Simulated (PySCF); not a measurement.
All of these have the formula C4H5NO. The calculation used PySCF, TDDFT CAM-B3LYP/def2-SVPD, vertical, gas phase, core orbitals frozen in the response. Geometries: PBE0-D3(BJ)/def2-SVP; one conformer of each isolated species. Triplets are in the Tamm–Dancoff approximation.

A. `CC(=O)CC#N`
B. `C(NC)(C#C)=O`
C. `N#CC[C@@H]1CO1`
D. `CC1=NC=CO1`

Lowest singlet levels (six at most, fewer where fewer were computed) with oscillator strengths:

1. 6.40 eV (f 0.217); 6.64 eV (f 0.003); 6.78 eV (f 0.020); 7.44 eV (f 0.043 summed over 2 states); 7.95 eV (f 0.002); 8.00 eV (f 0.004); T1 4.20 eV
2. 5.06 eV (f 0.000); 5.92 eV (f 0.000); 6.18 eV (f 0.108); 6.46 eV (f 0.102); 6.79 eV (f 0.000); 6.96 eV (f 0.001); T1 4.61 eV
3. 4.54 eV (f 0.000); 7.32 eV (f 0.015); 7.46 eV (f 0.003); 7.75 eV (f 0.020); 7.82 eV (f 0.027); 8.26 eV (f 0.003); T1 3.98 eV
4. 7.61 eV (f 0.000); 7.94 eV (f 0.010); 8.01 eV (f 0.002); 8.16 eV (f 0.002); 8.37 eV (f 0.019); 8.51 eV (f 0.027); T1 6.28 eV

Problem. Match each spectrum to its molecule.

Solution. 1 = D, 2 = B, 3 = A, 4 = C.
- A: S1 at 4.54 eV, HOMO→LUMO (94%); S1 has the pattern of n→π* at C=O; HOMO -9.55 and LUMO -0.06 eV.
- B: S1 at 5.06 eV, HOMO-1→LUMO (92%); Löwdin shares by element: HOMO nitrogen 45%, oxygen 23%, carbon 17% or more (atoms not listed hold the other 15%); LUMO carbon 63% or more, oxygen 18% (atoms not listed hold the other 20%); HOMO -9.13 and LUMO 0.15 eV.
- C: S1 at 7.61 eV, HOMO-3→LUMO+1 (16%), HOMO-1→LUMO+3 (11%), HOMO-3→LUMO+3 (10%); Löwdin shares by element: HOMO oxygen 64%, carbon 20% or more (atoms not listed hold the other 15%); LUMO carbon 50% or more, hydrogen 9% or more (atoms not listed hold the other 40%); HOMO -10.09 and LUMO 1.02 eV.
- D: S1 at 6.40 eV, HOMO→LUMO (96%); Löwdin shares by element: HOMO carbon 70% or more, nitrogen 11% (atoms not listed hold the other 19%); LUMO carbon 52% or more, oxygen 17% (atoms not listed hold the other 30%); HOMO -8.34 and LUMO 1.11 eV.
